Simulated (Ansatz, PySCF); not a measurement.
System: silane, SiH₄, charge 0, multiplicity 1. SMILES: [SiH4]
Geometry from a B3LYP-D3(BJ)/def2-TZVP (Ansatz, a first-principles code) optimisation:
```xyz
5

Si     0.0000     0.0000     0.0000
H      0.8756     0.8547     0.8331
H     -0.8222    -0.8655     0.8753
H     -0.8862     0.8545    -0.8220
H      0.8328    -0.8437    -0.8864
```
Charge 0, spin multiplicity 1.

PBE beside other levels, property by property. Valence correlation only, unless marked. Open shells are spin-unrestricted. No spin-orbit coupling. Non-relativistic. CBS(X,Y): correlation extrapolated as X^-3; Hartree-Fock from the larger set. Rows marked 298 K are enthalpies with B3LYP-D3(BJ) harmonic zero-point and thermal terms from PySCF. Enthalpies of formation rest on the atoms' values in the G2/97 table (older ones for B and Si), with no core term in the frozen-core levels. The coupled-cluster column (Ansatz) is a level with limits of its own: CCSD(T)/CBS(def2-TZVPPD,def2-QZVPPD).

| property | r2SCAN-D4/def2-TZVPD (Ansatz + dftd4) | wB97M-V/def2-TZVPD (Ansatz) | CCSD(T)/cc-pV(T+d)Z (Ansatz) | coupled cluster | measured |
|---|---|---|---|---|---|
| H-Si bond dissociation enthalpy, 298 K, to [SiH3] (SiH3) + H atom (kcal/mol) | 87.1 | 92.2 | 90.4 | 91.9 | - |
| enthalpy of formation at 298 K by atomisation (kcal/mol) | 8.7 | 6.4 | 12.0 | 5.3 | 8.2 |

Measured values: G2/97 table in ASE (Curtiss et al.); they hold spin-orbit effects, which all levels lack, and core correlation, which the frozen-core levels lack. This is an older compilation, not checked against later work.

### Question
What does PBE/def2-TZVPD (Ansatz) give for each property, and on which side of the measured value, or else of coupled cluster, does it fall?

### Answer

- H-Si bond dissociation enthalpy, 298 K, to [SiH3] (SiH3) + H atom: PBE lies 5.7 kcal/mol below coupled cluster; PBE gives 86.2 kcal/mol.
- enthalpy of formation at 298 K by atomisation: PBE lies 8.7 kcal/mol above the measured value; PBE gives 16.9 kcal/mol.
